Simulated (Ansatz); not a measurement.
Input file:

```yaml
crystal:
  periodic: [false, false, false]
  atoms:
    - {symbol: Br, position_ang: [-1.005220, 0.015876, 0.000000]}
    - {symbol: H, position_ang: [0.315780, 0.015876, 0.000000]}
    - {symbol: Si, position_ang: [2.616780, 0.015876, 0.000000]}
    - {symbol: H, position_ang: [3.228961, -0.858408, 1.090012]}
    - {symbol: H, position_ang: [3.228961, -0.858408, -1.090012]}
basis:
  gaussian: {orbitals: cc-pVDZ}
magnetization: {spin_polarized: false}
correlation: {method: bccd_t, electrons: outside_noble_gas}
```

```sh
$ ansatz run in.yaml --threads 1 --pin off --events-out ev --progress --plain --max-ram 2393MiB
```

Output:

```
630 factors; integrals over basis functions are off by at most 1.2e-3 eV
mean field evaluation 1: about -77904.7459 eV, gradient 1.2e1 eV
mean field evaluation 2: about -77904.7476 eV, gradient 1.2e1 eV
mean field evaluation 4: about -77905.4691 eV, gradient 1.2e0 eV
mean field evaluation 8: about -77905.4801 eV, gradient 1.4e-3 eV
mean field evaluation 16: about -77905.4801 eV, gradient 2.3e-6 eV
mean field -77905.48006206 eV, -2862.9735860498 hartree, gradient 2.3e-6 eV, S^2 0.000000; 0 other end points of the search recorded, 0 dependent functions left out; unrestricted orbitals would lower it
19 core orbitals not correlated: weight in the atoms' cores, before any rotation towards them, 1.000 or more for the frozen orbitals, at most 0.000 for the correlated occupied ones
reference -77905.48006206 eV, -2862.9735860498 hartree; 7, 7 occupied and 34, 34 virtual orbitals, 630 factors
second order -5.95119207 eV of doubles, -0.00000000 eV of singles
cycle   1  -6.78003316 eV  change   -8.3e-1 eV  update   7.0e-2
cycle   2  -7.06987292 eV  change   -2.9e-1 eV  update   2.8e-2
cycle   3  -7.08361107 eV  change   -1.4e-2 eV  update   9.1e-3
cycle   4  -7.08264245 eV  change    9.7e-4 eV  update   3.7e-3
cycle   5  -7.08262288 eV  change    2.0e-5 eV  update   1.3e-3
cycle   6  -7.08256301 eV  change    6.0e-5 eV  update   5.3e-4
cycle   7  -7.08257241 eV  change   -9.4e-6 eV  update   2.2e-4
cycle   8  -7.08264776 eV  change   -7.5e-5 eV  update   8.1e-5
cycle   9  -7.08265312 eV  change   -5.4e-6 eV  update   3.0e-5
cycle  10  -7.08264535 eV  change    7.8e-6 eV  update   1.3e-5
perturbative correction -0.13832424 eV, -0.0050833219 hartree
Total energy: -77912.70103165 eV, -2863.2389517876 hartree
```

Ran on 1 thread of AMD EPYC 7R43, shared host: 1.4 s wall, 0.21 GiB peak host memory.
